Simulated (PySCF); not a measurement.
Where the electron goes

Species: boron monohydride, BH (singlet state).
Hydrogens: H2 on B1.

Method used: PySCF, TDDFT CAM-B3LYP/aug-cc-pVTZ, vertical, gas phase, core orbitals frozen in the response. Isolated species at its PBE0-D3(BJ)/def2-TZVP geometry, gas phase.

Frontier orbitals with the atoms that hold most of them (Löwdin shares over 4%, at most four atoms):

| orbital | ε (eV) | atoms |
| --- | --- | --- |
| HOMO-2 | -188.18 | B1 98% |
| HOMO-1 | -15.10 | H2 52%, B1 48% |
| HOMO | -8.10 | B1 84%, H2 16% |
| LUMO | -1.24 | B1 84%, H2 16% |
| LUMO+1 | -1.24 | B1 84%, H2 16% |
| LUMO+2 | 0.49 | H2 83%, B1 17% |

Within 0.005 eV of a neighbour in this list lie LUMO/LUMO+1 (point group found: C∞v).

Task: The HOMO–LUMO gap is 6.85 eV. Where does the response calculation put the lowest singlet, and from which orbitals?

Result: S1 is at 2.60 eV (f = 0.022), 4.25 eV below the gap, made of HOMO→LUMO/LUMO+1 (≥96%). S1/S2 lie within about 0.01 eV of each other. Without the coupling terms of the response equations the lowest excitation would equal the gap.

Next come S2 at 2.60 eV (f 0.022), HOMO→LUMO/LUMO+1 (≥96%); S3 at 5.96 eV (f 0.093), HOMO→LUMO+2 (94%); S4 at 6.94 eV (f 0.014), HOMO→LUMO+5 (95%); S5 at 6.94 eV (f 0.014), HOMO→LUMO+4 (95%).

Orbitals of the list HOMO-2 to LUMO+2 that lie within 0.01 eV of each other are written together with a slash and their weights summed (≥ marks a lower bound); for degenerate orbitals outside that list single weights are arbitrary.

Löwdin shares depend on the basis, the more so with diffuse functions.

On Arm Neoverse V1, one thread, shared host with 32 logical CPUs at a one-minute load of 9.4, this took 0.55 s and 0.28 GiB of memory at its peak.
